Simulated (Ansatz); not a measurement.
`CCSCF`, relaxed with RKS PBE0-D4/def2-TZVP in the Gaussian-basis code of Ansatz from a PBE-D4/def2-SVP geometry. The force threshold is 0.005 eV/Å; the program also tests the step.

The species carries charge 0 and has multiplicity 1.

Start:

```xyz
12

C     1.404   -0.166   -0.635
C     0.572   -0.843    0.451
S    -0.420    0.314    1.475
C    -1.686    0.794    0.282
F    -1.245    1.676   -0.694
H     2.009   -0.916   -1.186
H     0.758    0.365   -1.360
H     2.094    0.581   -0.194
H     1.215   -1.371    1.185
H    -0.119   -1.603    0.027
H    -2.090   -0.112   -0.224
H    -2.493    1.280    0.873
```

(1) How much energy does the relaxation release, and in how many steps? (Estimate.)

(2) Which bonds change most? (An estimate is asked.)

(3) Give the relaxed structure. (Estimate.)

Answers

(1) Computed: 1.40 kcal/mol, in 6 steps.

(2) The calculation gave: S3–C4 from 1.805 to 1.777 Å; C2–S3 from 1.836 to 1.809 Å; C4–H11 from 1.113 to 1.093 Å; C4–H12 from 1.112 to 1.092 Å.

(3) Ansatz gave: 
```xyz
12

C     1.409   -0.178   -0.635
C     0.564   -0.826    0.444
S    -0.408    0.330    1.440
C    -1.687    0.786    0.294
F    -1.289    1.715   -0.651
H     2.005   -0.935   -1.153
H     0.788    0.332   -1.372
H     2.089    0.560   -0.205
H     1.193   -1.344    1.172
H    -0.119   -1.571    0.028
H    -2.049   -0.095   -0.242
H    -2.495    1.227    0.881
```
